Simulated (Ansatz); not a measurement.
# C2H6N2: the cost of one run

Computed with Ansatz 0.2.0 through its Python package. Level of theory: B3LYP+D3(BJ)/def2-SVP.

**1. The system**

Bond lengths: C1–N2 1.399 Å, N2–C3 1.250 Å, C3–N4 1.425 Å, C1–H5 1.153 Å, C1–H6 1.122 Å, C1–H7 1.110 Å, C3–H8 1.112 Å, N4–H9 1.019 Å, N4–H10 0.964 Å. Angles: C1–N2–C3 116.5°, N2–C1–H5 109.3°, N2–C1–H6 115.2°, N2–C1–H7 115.2°, H5–C1–H6 103.1°, H5–C1–H7 105.2°, H6–C1–H7 107.8°, N2–C3–N4 132.0°, N2–C3–H8 120.8°, N4–C3–H8 106.8°, C3–N4–H9 115.1°, C3–N4–H10 119.8°, H9–N4–H10 118.3°.

No structure file is read: the coordinates are typed or built in the script.

**2. The code**

Contents of field.py:

```python
import warnings

import ansatz as az
import numpy as np

BASIS_SET = "def2-SVP"
XC = "B3LYP"
VDW = "d3bj"

GEOMETRY = """
C    -0.90210    0.66140   -0.76670
N    -0.52810   -0.68680   -0.74570
C     0.29060   -1.02510    0.13600
N     1.01170   -0.27290    1.10750
H    -1.73620    0.81360   -1.54750
H    -1.36710    1.04230    0.18120
H    -0.09860    1.36980   -1.05810
H     0.67290   -2.06780    0.18770
H     0.90730    0.73800    1.03700
H     1.83270   -0.62370    1.47150
"""

warnings.simplefilter("ignore", az.DeckWarning)

molecule = az.Crystal.molecule()
for line in GEOMETRY.strip().splitlines():
    symbol, *xyz = line.split()
    molecule = molecule.atom(symbol, [float(v) for v in xyz])

base = (
    molecule.calculation()
    .basis(gaussian=BASIS_SET)
    .functional(XC, dispersion=VDW)
    .forces()
)
centre = np.mean([site.position_ang for site in molecule.cartesian_sites], axis=0)
field = 2 * 14.399645 * 3.0 / 30.0 ** 2


def dipole(axis, sign):
    arm = 30.0 * np.eye(3)[axis]
    pair = [{"charge": sign * 3.0, "position_ang": (centre - arm).tolist()}, {"charge": -sign * 3.0, "position_ang": (centre + arm).tolist()}]
    deck = base.input().set(az.key.basis.gaussian.point_charges, pair)
    return np.array(az.Session.from_dict(deck).plan().execute().report["charge_distribution"]["dipole_moment_e_ang"])


print(f"field {field:.4f} V/A")
alpha = np.array([(dipole(axis, 1) - dipole(axis, -1)) / (2 * field) * 14.399645 for axis in range(3)])
print("polarisability tensor (A^3)")
print(np.array2string(alpha, precision=3, suppress_small=True))
print(f"mean {np.trace(alpha) / 3:.3f} A^3 = {np.trace(alpha) / 3 / 0.14818471:.2f} bohr^3")
```

**3. The calls as engine input**

The package turns the script's settings into the engine's input (first run):

```yaml
crystal:
  periodic: [false, false, false]
  atoms:
    - { symbol: C, position_ang: [-0.9021, 0.6614, -0.7667] }
    - { symbol: "N", position_ang: [-0.5281, -0.6868, -0.7457] }
    - { symbol: C, position_ang: [0.2906, -1.0251, 0.136] }
    - { symbol: "N", position_ang: [1.0117, -0.2729, 1.1075] }
    - { symbol: H, position_ang: [-1.7362, 0.8136, -1.5475] }
    - { symbol: H, position_ang: [-1.3671, 1.0423, 0.1812] }
    - { symbol: H, position_ang: [-0.0986, 1.3698, -1.0581] }
    - { symbol: H, position_ang: [0.6729, -2.0678, 0.1877] }
    - { symbol: H, position_ang: [0.9073, 0.738, 1.037] }
    - { symbol: H, position_ang: [1.8327, -0.6237, 1.4715] }
basis:
  gaussian:
    orbitals: def2-SVP
    point_charges:
      - { charge: 3.0, position_ang: [-29.99169, -0.005120000000000025, 0.00029000000000001247] }
      - { charge: -3.0, position_ang: [30.00831, -0.005120000000000025, 0.00029000000000001247] }
hamiltonian:
  xc: b3lyp
  dispersion: d3bj
output:
  forces: true
```

**4. Launch**

Run with:

```sh
$ python field.py
```

What time and memory should one allow on 1 thread of Arm Neoverse V1, shared host?

About 16 s, with a peak of 0.22 GiB.
